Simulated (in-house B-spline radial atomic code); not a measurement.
Ar. Computed with a B-spline radial atomic code. Model: non-relativistic spherical atom: semilocal Troullier-Martins pseudo-atom, one channel per l, against all electrons, high spin, G0W0 and RPA with empty states to l = 8, local potential for every l without a channel, a model core (radius 0 = none) keeps its share of the functional.

What the tables leave out is listed at the end.

The pseudopotential gives back the lowest level of each angular momentum of its own functional in the configuration it was made in; a second state of the same l is only approximately right. Exact exchange, RPA and GW see the smooth pseudo-orbitals and miss the exchange with the core, for which the functional's share stands in. The column with an uncorrelated core keeps all orbitals and exact exchange, and so separates missing core correlation from pseudisation. Only the three outermost levels and the lowest empty one were computed. RPA here is direct RPA, with no exchange kernel, and its energies carry an (l + 1/2)⁻⁴ tail. A hybrid on a potential with a model core restores only its own semilocal share of the core's exchange.

Command:
```bash
python run_psgw.py task.json out
```
Settings (lengths in bohr, energies in hartree):
```
Z                      18
electrons              18
configuration          [Ne] 3s2 3p6
generated_in           [Ne] 3s2 3p6
functional             lda,vwn
core_shells            3
radius_factor          1
core_correction        True
```

Time taken, with all properties: 18 s on 1 thread of Arm Neoverse N1 (shared host).

Given: made with LDA VWN5; model core radius 0.735 bohr; local radius 1.2 bohr; mean-field start LDA VWN5.

Valence shells of the generating configuration: 3s, 3p.

Channel: s 1.185, p 1.288 (radii in bohr).

Computed: largest level miss in the spin-unpolarised generating configuration 0 eV; valence RPA correlation energy all-electron orbitals -0.43141 hartree; valence RPA correlation energy pseudo -0.42879 hartree; pseudo-atom RPA polarisability 10.502 bohr³.

```csv
level,occupied,mean-field all-electron (eV),mean-field pseudo minus all (eV),G0W0 all-electron (eV),G0W0 uncorrelated core minus all (eV),G0W0 pseudo minus all (eV),exchange self-energy all-electron (eV),exchange self-energy pseudo (eV)
3p,1,-10.404,0,-15.497,0.109,-0.244,-23.827,-21.412
```

Question: What is the all-electron RPA polarisability, core included?

Answer: 10.622 bohr³.

Given: mean-field start PBE0.

Computed: valence RPA correlation energy pseudo -0.3982 hartree; all-electron RPA polarisability, core included 9.2297 bohr³; pseudo-atom RPA polarisability 9.1657 bohr³.

| level | occupied | mean-field all-electron (eV) | mean-field pseudo minus all (eV) | G0W0 all-electron (eV) | G0W0 uncorrelated core minus all (eV) | G0W0 pseudo minus all (eV) | exchange self-energy all-electron (eV) | exchange self-energy pseudo (eV) |
| --- | --- | --- | --- | --- | --- | --- | --- | --- |
| 3p | 1 | -11.979 | -0.004 | -15.759 | 0.11 | -0.043 | -23.813 | -21.452 |

Question: What is the valence RPA correlation energy all-electron orbitals?

Answer: -0.39888 hartree.

Among the listed levels the largest G0W0 shift of the pseudo-atom is -0.24 eV, for 3p on the LDA VWN5 start, while leaving the core uncorrelated moves that level by +0.11 eV. So pseudisation and the lost core exchange, not the missing core correlation, make the error. Not in the tables (levels of low weight, unsolved or above zero; the highest and the empty levels are kept at any weight): on LDA the G0W0 levels 3s (pseudo minus all -0.37 eV, weights 0.19 and 0.06); on PBE0 the G0W0 levels 3s (pseudo minus all +0.74 eV, weights 0.29 and 0.15); no Hartree-Fock pseudo-atom is run with a model core.
